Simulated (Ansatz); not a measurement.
in.yaml

```yaml
crystal:
  periodic: [false, false, false]
  atoms:
    - {symbol: B, position_ang: [0.000000, -0.066548, 0.000000]}
    - {symbol: H, position_ang: [0.000000, 0.356894, -1.132548]}
    - {symbol: H, position_ang: [0.000000, 0.356894, 1.132548]}
basis:
  gaussian: {orbitals: "6-31++G**"}
total_charge: -1
magnetization: {spin_polarized: false, initial_magnetization: 2}
correlation: {method: ccsdt_q, electrons: outside_noble_gas}
```

```sh
$ ansatz run in.yaml --threads 1 --pin off --events-out ev --progress --plain --max-ram 2393MiB
```

Problem. Roughly how long does this take on 1 thread of Arm Neoverse V1, shared host, and how much host memory?

Solution. 3.8 s wall and 0.12 GiB.

```
489 factors; integrals over basis functions are off by at most 2.3e-7 eV
mean field evaluation 1: about -697.6599 eV, gradient 1.6e1 eV
mean field evaluation 2: about -697.6799 eV, gradient 1.6e1 eV
mean field evaluation 4: about -700.1611 eV, gradient 1.9e0 eV
mean field evaluation 8: about -700.2333 eV, gradient 5.6e-3 eV
mean field evaluation 16: about -700.1774 eV, gradient 1.9e0 eV
mean field evaluation 32: about -698.6263 eV, gradient 8.4e-2 eV
mean field evaluation 64: about -698.6277 eV, gradient 2.4e-4 eV
mean field -700.23334096 eV, -25.7331006450 hartree, gradient 2.9e-6 eV, S^2 2.000000; 3 other end points of the search recorded, 0 dependent functions left out
determinant -700.23334096 eV, -25.7331006450 hartree, with singles and doubles -703.00921694 eV, -25.8351122056 hartree
determinant -698.62767830 eV, -25.6740936308 hartree, with singles and doubles -701.15026432 eV, -25.7667969571 hartree
determinant -698.41795200 eV, -25.6663863311 hartree, with singles and doubles -700.85952486 eV, -25.7561124790 hartree
1 core orbitals not correlated: weight in the atoms' cores, before any rotation towards them, 1.000 or more for the frozen orbitals, at most 0.000 for the correlated occupied ones
reference -700.23334096 eV, -25.7331006450 hartree; 4, 2 occupied and 26, 28 virtual orbitals, 489 factors
second order -2.23827817 eV of doubles, -0.03721605 eV of singles
cycle   1  -2.63194882 eV  change   -3.6e-1 eV  update   5.4e-2
cycle   2  -2.82688232 eV  change   -1.9e-1 eV  update   2.5e-2
cycle   3  -2.85606519 eV  change   -2.9e-2 eV  update   1.1e-2
cycle   4  -2.85611248 eV  change   -4.7e-5 eV  update   5.2e-3
cycle   5  -2.85469436 eV  change    1.4e-3 eV  update   1.9e-3
cycle   6  -2.85454417 eV  change    1.5e-4 eV  update   8.7e-4
cycle   7  -2.85482881 eV  change   -2.8e-4 eV  update   2.8e-4
cycle   8  -2.85489020 eV  change   -6.1e-5 eV  update   1.1e-4
cycle   9  -2.85485771 eV  change    3.2e-5 eV  update   4.1e-5
cycle  10  -2.85483309 eV  change    2.5e-5 eV  update   1.6e-5
cycle  11  -2.85483818 eV  change   -5.1e-6 eV  update   6.1e-6
cycle  12  -2.85483937 eV  change   -1.2e-6 eV  update   2.9e-6
cycle  13  -2.85484111 eV  change   -1.7e-6 eV  update   1.1e-6
cycle  14  -2.85484098 eV  change    1.3e-7 eV  update   5.2e-7
perturbative correction -0.00185813 eV, -0.0000682850 hartree
Total energy: -703.09004006 eV, -25.8380824007 hartree
```

For the same geometry and basis full CI lies 0.2 meV lower.
